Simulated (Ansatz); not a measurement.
# CH2F2 (singlet): from Hartree-Fock to the top rungs, cc-pVQZ

One table from this session's results is given with a row withheld; the runs are named, their logs left out.

Computed with Ansatz 0.2.0, Gaussian basis. Level: cc-pVQZ, core rule «outside noble gas», up to 3 orbitals frozen.

Plan: UHF; CCSD(T) on RHF; BCCD(T) on RHF.

22 further runs of the same task are left out: 4 for a known fault of the program, 1 that didn't finish, 17 set aside as unsound or not needed.

### The system

The geometry is an MP2(full)/6-31G* stationary point (not a proven minimum).

5 atoms, charge 0, spin multiplicity 1.

Atoms are counted from 1 here; the program's logs count them from 0.

Bond lengths: C1–F2 1.364 Å, C1–F3 1.364 Å, C1–H4 1.091 Å, C1–H5 1.091 Å. Angles: F2–C1–F3 108.9°, F2–C1–H4 108.8°, F2–C1–H5 108.8°, F3–C1–H4 108.8°, F3–C1–H5 108.8°, H4–C1–H5 112.8°.

Set-up of the first run:

File in.yaml:

```yaml
crystal:
  periodic: [false, false, false]
  atoms:
    - {symbol: C, position_ang: [0.000000, 0.000000, 0.556162]}
    - {symbol: F, position_ang: [0.000000, 1.109716, -0.237342]}
    - {symbol: F, position_ang: [0.000000, -1.109716, -0.237342]}
    - {symbol: H, position_ang: [-0.908369, 0.000000, 1.159958]}
    - {symbol: H, position_ang: [0.908369, 0.000000, 1.159958]}
basis:
  gaussian: {orbitals: cc-pVQZ}
magnetization: {spin_polarized: true, initial_magnetization: 0}
hamiltonian: {xc: hf}
output: {orbitals: {seedname: orbitals}}
```

On the command line:

```sh
ansatz run in.yaml --threads 1 --pin off --events-out ev --progress --plain --max-ram 4160MiB --backend cpu
```

Among the steps run: UHF; CCSD(T) on RHF; BCCD(T) on RHF.

One table of the session follows, with a row left open; its other results are not shown here.

| method | from RCCSD(T) (meV) |
| --- | --- |
| RHF | +20749.6 |
| RMP2 | +808.5 |
| RCCSD | ? |
| RCCSD(T) | 0 |
| BCCD(T) | -6.5 |

**Question.** Estimate the row for RCCSD.

The run gave: from RCCSD(T) (meV): +658.0. In the column «from RCCSD(T) (meV)» it lies between RCCSD(T) (0) and RMP2 (+808.5).

With the free atoms at the same levels and basis (separate runs), the atomisation energy is 18.753 eV at RCCSD(T), 13.411 eV at RHF.
